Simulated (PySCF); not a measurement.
# Structure elucidation problem

An unknown has the formula CH₂F₂. Its calculated NMR data are:

¹H NMR (300 MHz, computed): δ 6.05 (t, J = 55.8 Hz, 2H).

¹³C{¹H} NMR (computed): δ 113.6 (t, J = 301.8 Hz).

[PySCF 2.14.0 with density-fitted response routines: σ from GIAO-PBE0/pcSseg-1; GFN2-xTB structure; J couplings at B3LYP/pcJ-1; one averaged value for each set of equivalent atoms; single conformer; no solvent model; non-relativistic Hamiltonian]

Chemical shifts δ = σref − σ; ¹H, ¹³C against TMS, all at this level.

Task: Propose a structure and justify it.

Result: 
1. Rings plus π bonds: 0.
2. Carbon types of the structure: 1 × CH2, which accounts for all hydrogens.
3. δC 113.6: sp3 CH2 bonded to 2 F; 2 electronegative neighbours deshield it.
4. δH 6.05: hydrogen on an sp3 CH2 bonded to 2 F; its carbon carries F, an electronegative neighbour.

The compound is difluoromethane (SMILES FCF).

Common functionals overestimate the size of one-bond C–F couplings by tens of Hz; these are unscaled. Splittings below 1 Hz are ignored in the labels, and close J values are merged. Shifts are as computed. Against solution values, carbons near 30 ppm lie about +3 ppm off and those near 130 ppm about +5 ppm. Of 1211 compounds with measured shifts, 218 miss one by over three times the rms of a fit or turn the order of signals round; such compounds aren't used in these exercises.
